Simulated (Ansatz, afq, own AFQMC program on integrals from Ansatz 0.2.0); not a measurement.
AFQMC on a folder of integrals that Ansatz 0.2.0 wrote.

```yaml
crystal:
  periodic: [false, false, false]
  atoms:
    - {symbol: N, position_ang: [0.000000, 0.000000, 0.000000]}
    - {symbol: H, position_ang: [0.000000, 0.000000, 1.039652]}
basis:
  gaussian: {orbitals: cc-pVDZ}
magnetization: {spin_polarized: true, initial_magnetization: 2}
correlation: {method: ccsd_t, electrons: outside_noble_gas, hamiltonian_folder: ham}
```

```sh
$ ansatz run in.yaml --threads 1 --pin off --events-out ev --progress --plain --max-ram 16896MiB --backend cuda --devices 0, --max-vram 18GiB
```

Options of the walk:

```
--method free --trial cisd --walkers 4000 --time-step 0.03 --max-blocks 4000 --target-error 0.0003 --factor-cut 1e-05 --seed 6124 --times 0,0.3,0.6,1.2,1.8,2.4,3.6,4.8,6 --taylor-order 8
```

Times are imaginary, in 1/Eh. The walk had a cap of 61 s.

```
orbitals 18  electrons 4 2  factors 117 of 182
reference energy -54.96649754 Eh
CCSD correlation -0.12339825 Eh in 10 cycles, weight of the determinant in the CISD state 0.9566
repeat  energy at the last time / Eh  error
    10  -55.091812  0.000075
    20  -55.091817  0.000041
    30  -55.091829  0.000037
time / (1/Eh)  energy / Eh  error  mean overlap
  0.00  -55.089902  0.000005  1.0453
  0.30  -55.091320  0.000009  1.0464
  0.60  -55.091664  0.000014  1.0471
  1.20  -55.091815  0.000016  1.0465
  1.80  -55.091829  0.000016  1.0465
  2.40  -55.091840  0.000015  1.0446
  3.60  -55.091829  0.000022  1.0407
  4.80  -55.091844  0.000024  1.0380
  6.00  -55.091832  0.000036  1.0352
energy -55.091832 +/- 0.000036 Eh
```

**Question.** Estimate how long the walk took on 1 × NVIDIA H100 80GB HBM3 with 2 threads of AMD EPYC 7R13 Processor (Zen 3) (shared host) (the card was shared).

**Answer.** 14 s of wall time.

The run passed its tests (error under three times the target), which doesn't prove that it has relaxed.

Against this walk (error 1.0 meV) on the same determinant: CCSD(T) 11.2 meV higher, CCSDT(Q) 0.5 meV higher (within the noise), CCSDTQ 0.1 meV higher (within the noise), full CI 0.0 meV higher (within the noise). The error is statistical, and a free projection of finite length keeps a remainder of its start.

Cautions: remainder of the start not in the error; lower spins were not checked.

CCSDT and higher add their correlation energy to the determinant of the CCSD(T) run, since their own runs factorise the integrals more tightly (a shift of under 2 meV). A walk keeps the symmetry of its determinant, which the program's search chose and which needn't be the lowest solution, so a lower state of the same spin and another symmetry isn't excluded.
